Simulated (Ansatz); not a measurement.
Relaxing bromine (solid Br2 (Cmce))

Method: Ansatz, DFT, revPBE, plane waves (420 eV) with PAW, scalar-relativistic. The PAW files were generated under PBE, with cores re-solved for the functional.

k-point mesh 5×5×2, Fermi-Dirac smearing 0.05 eV, no spin polarisation. Cell and atoms relax.

Starting structure:

```
Br
1.0
     3.28360   -2.23390    0.00000
     3.28360    2.23390    0.00000
     0.00000    0.00000    8.69380
Br
4
Direct
  0.86100 0.13900 0.11140
  0.63900 0.36100 0.61140
  0.13900 0.86100 0.88860
  0.36100 0.63900 0.38860
```

**Question.** The pressure at the start is 3.5 GPa. By how much does the volume change?

**Answer.** From 31.89 to 55.91 Å³ per atom, 75.3 %. The final cell has a = 10.571 Å, b = 4.717 Å, c = 8.970 Å.

**Question.** How much energy does the relaxation gain?

**Answer.** 118.2 meV per atom.

Path of the relaxation (the plane waves are chosen anew near the end, which can shift the energy a little):

```tsv
step	E − E(final) (meV/atom)	V (Å³/atom)	P (GPa)	max force (eV/Å)
0	118.23	31.886	3.55	0.648
1	69.46	35.094	1.18	0.064
2	48.09	37.488	0.64	0.034
3	35.45	40.179	0.21	0.078
4	27.86	42.325	0.10	0.009
5	27.20	43.219	-0.03	0.008
6	27.19	43.123	0.00	0.001
7	19.68	43.123	0.27	0.002
8	13.75	45.023	0.19	0.002
9	9.35	46.870	0.12	0.003
10	6.47	48.226	0.11	0.010
11	5.21	49.796	0.00	0.007
12	5.18	50.123	0.00	0.002
13	5.17	50.087	0.00	0.002
14	3.41	50.087	0.06	0.002
15	2.31	51.298	0.07	0.014
16	1.24	52.965	0.00	0.010
17	0.57	54.388	0.02	0.002
18	0.42	54.388	0.02	0.002
19	0.03	55.907	0.01	0.001
20	0.00	55.907	0.01	0.001
```

This functional, with no dispersion term, lets the cell expand far past the measured one.
